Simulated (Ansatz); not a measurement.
A nudged elastic band was laid between two geometries of H2 + H4OSSi (9 atoms, charge 0, multiplicity 1).

Method: Ansatz 0.2.0, RKS B3LYP-D4/def2-mTZVP.

| Property | Result |
| --- | --- |
| movable images | 7 |
| climbing image | yes |
| spring | 5.0 eV/Å² |
| optimiser | quadratic models (default) |
| start path | through a guess of the saddle point |
| force threshold | 0.05 eV/Å |
| iteration limit | 60 |
| end points | relaxed |

Image 0:

```xyz
9
Properties=species:S:1:pos:R:3
Si -0.738 -0.878 -0.108
S 1.219 -1.656 -0.561
H -1.646 -1.853 -0.751
H -0.968 -0.777 1.344
O -0.965 0.669 -0.660
H 1.289 2.320 1.296
H 0.735 2.096 0.854
H 1.895 -0.749 0.187
H -0.822 0.828 -1.602
```

Image 8:

```xyz
9
Properties=species:S:1:pos:R:3
Si -1.335 -0.130 0.562
S 2.655 -0.701 -0.664
H -1.428 -1.551 0.149
H -2.711 0.393 0.755
O -0.513 0.785 -0.570
H 1.543 0.068 -0.746
H -0.559 -0.008 1.811
H 3.306 0.195 0.113
H -0.957 0.950 -1.410
```

Question: Which bonds break or form, and what moves?

Answer: Bonds broken: Si1–S2, H6–H7. Bonds formed: Si1–H7, S2–H6. H2 + H4OSSi becomes H2S + H4OSi.

Question: Give the energies along the band, and the barrier.

Answer: It converged. The highest image is number 3 of 0 to 8, 251.5 kJ/mol above the first end and 208.6 kJ/mol above the last; the last end lies 42.9 kJ/mol above the first. Beside the main top the profile has a ripple of under 15 meV (maxima at images 3, 5), which may be a very shallow well or noise. Neighbouring images differ by up to 2.1 eV, so the band resolves the path poorly. A vibrational analysis at the climbing image gives 2 clearly imaginary modes (1178i, 67i cm⁻¹): a point of higher order, so a lower path passes nearby. The orbitals stay closed-shell, which can raise the energy where a bond breaks towards radicals; this wasn't checked here.

| image | path coordinate (Å) | energy (kJ/mol) | Si1–S2 (Å) | H6–H7 (Å) | Si1–H7 (Å) |
| --- | --- | --- | --- | --- | --- |
| 0 | 0.00 | 0.0 | 2.15 | 0.74 | 3.46 |
| 1 | 1.27 | 7.9 | 2.16 | 0.74 | 3.18 |
| 2 | 2.54 | 62.5 | 2.21 | 0.74 | 2.62 |
| 3 | 3.81 | 251.5 | 2.58 | 0.95 | 1.72 |
| 4 | 5.53 | 53.7 | 3.51 | 2.20 | 1.49 |
| 5 | 7.25 | 54.4 | 4.30 | 2.54 | 1.48 |
| 6 | 8.98 | 52.7 | 4.21 | 2.73 | 1.48 |
| 7 | 10.70 | 46.0 | 4.04 | 2.95 | 1.48 |
| 8 | 12.42 | 42.9 | 4.21 | 3.31 | 1.48 |

Question: What is the geometry of the highest image?

Answer: 
```xyz
9
Properties=species:S:1:pos:R:3
Si -0.496 -0.098 -0.080
S 1.957 -0.893 0.015
H -0.691 -1.129 -1.123
H -0.763 -0.505 1.305
O -1.557 1.080 -0.604
H 1.204 0.660 0.246
H 0.480 1.270 0.307
H 1.925 -1.228 1.327
H -2.059 0.844 -1.395
```

The run took 6.4 min on 2 threads of Arm Neoverse V1 (shared host), peak memory 0.17 GiB.
